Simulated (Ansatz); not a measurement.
A displaced shape of singlet C2:

```tsv
atom	x (Å)	y (Å)	z (Å)
C	0.0285	-0.0018	-0.5870
C	-0.0236	-0.0291	0.5949
```

It was optimised with PBE0/def2-SVP in Ansatz (development build ahead of 0.2.0) to forces under 0.001 eV/Å, with restricted orbitals. Each step stands on the lowest determinant of that kind that the program's search found.

(1) What shape does it relax to, and how does the optimisation go?

## Answers

(1)

```xyz
2

C     0.0301   -0.0009   -0.6233
C    -0.0252   -0.0299    0.6312
```

Bond lengths: C1–C2 1.256 Å.

```
step  E − E(start) (eV)  largest force (eV/Å)
   1             0.0000                7.3904
   2            -0.2494                0.3588
   3            -0.2502                0.0442
   4            -0.2502                0.0004
```

The optimisation ended after 4 steps with its threshold met. Caution: near this shape an unrestricted determinant lies lower.
